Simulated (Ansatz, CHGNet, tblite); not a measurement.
# Ladder of methods for the TO(Γ) frequency of zinc-blende InP

Reference value: 307 cm⁻¹ (measured, temperature not stated, no zero-point or thermal correction; as tabulated in Ioffe Institute, NSM Archive: InP, mechanic properties page).

```tsv
level (code)	value (cm⁻¹)	cell (Å³/atom)
GFN2-xTB (tblite)	263	27.73
CHGNet-r²SCAN	142	25.57
PBE (Ansatz)	284	26.45
r²SCAN+rVV10 (Ansatz)	300	25.49
LC-ωPBE (Ansatz)	…	24.44
```

**Question.** Complete the blanks.

**Answer.** 
- LC-ωPBE (Ansatz, a quantum-chemistry and plane-wave program), value (cm⁻¹): 327

Differences against the reference: GFN2-xTB -14.3 %, CHGNet-r²SCAN -54 %, PBE -7.5 %, r²SCAN+rVV10 -2.3 %, LC-ωPBE +6.5 %.

Leaving aside GFN2-xTB (imaginary modes in this run): Once the reference is moved by up to 3.0 % (a margin picked here for doubts on the reference and the settings, and for temperature and zero-point motion) and values within 0.7 % count as equal, the nearest can be r²SCAN+rVV10 (-2.3 %) or LC-ωPBE (+6.5 %). Among them CHGNet-r²SCAN (-54 %) misses by most.

The measured value isn't corrected to a static lattice, so vibrations enter the comparison.  GFN2-xTB: the method was fitted mainly to molecules. GFN2-xTB: the run uses a supercell at the zone centre in place of a k mesh. Each level is taken at its own relaxed cell. Cutoffs and k meshes differ between the levels. Ansatz's density-functional and Hartree–Fock values are scalar-relativistic unless marked +SOC, with PAW data made under PBE.

Machine-learned potentials (CHGNet-r²SCAN) are trained on DFT data: a solid inside that data is no test of them.

Differences are worked out from the printed values.
